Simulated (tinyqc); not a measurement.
A ladder of methods, and size consistency: correlation methods against full CI in the sto-6g basis, for HF, spin multiplicity 1. Computed by the program tinyqc with PySCF. Command: `OMP_NUM_THREADS=1 python tinyqc.py 114292 114293 out.jsonl`; one thread of a shared host (Intel(R) Xeon(R) Processor @ 2.60GHz), about 0.8 s.

Geometry (angstrom):

| atom | x | y | z |
|---|---|---|---|
| F | 0.0000 | 0.0000 | 0.0000 |
| H | 0.0000 | 0.0000 | 1.1530 |

RHF energy of one = -99.466774 hartree

All electrons correlated; +Q is the Davidson correction (1 - c0^2) E_corr. The last columns treat two copies 100 angstrom apart as one system. FCI is the lowest singlet.

Correlation energies (hartree):

| method | E_corr of one | share of FCI (%) | E_corr of two at 100 angstrom | two minus twice one (mhartree) |
|---|---|---|---|---|
| MP2 | -0.02999 | 60.889 | -0.05997 | 0.000 |
| CISD | -0.04925 | 100.000 | -0.09466 | 3.834 |
| CISD+Q | -0.05133 | 104.218 | -0.10175 | 0.902 |
| CCSD | -0.04925 | 100.000 | -0.09850 | 0.000 |
| CCSD(T) | -0.04925 | 100.000 | -0.09850 | 0.000 |
| FCI | -0.04925 | 100.000 | - | - |

MP2 recovers 61 %, CISD 100.0 % and CCSD 100.0 % of the FCI value (c0^2 = 0.958 in CISD). MP2 and coupled cluster are size consistent, so their last column vanishes; CISD loses 3.83 mhartree, since a double excitation on each copy is a quadruple of the pair, and the Davidson correction leaves +0.90. With two electrons, or one virtual orbital, CISD and CCSD are exact for one copy, so +Q overshoots there.
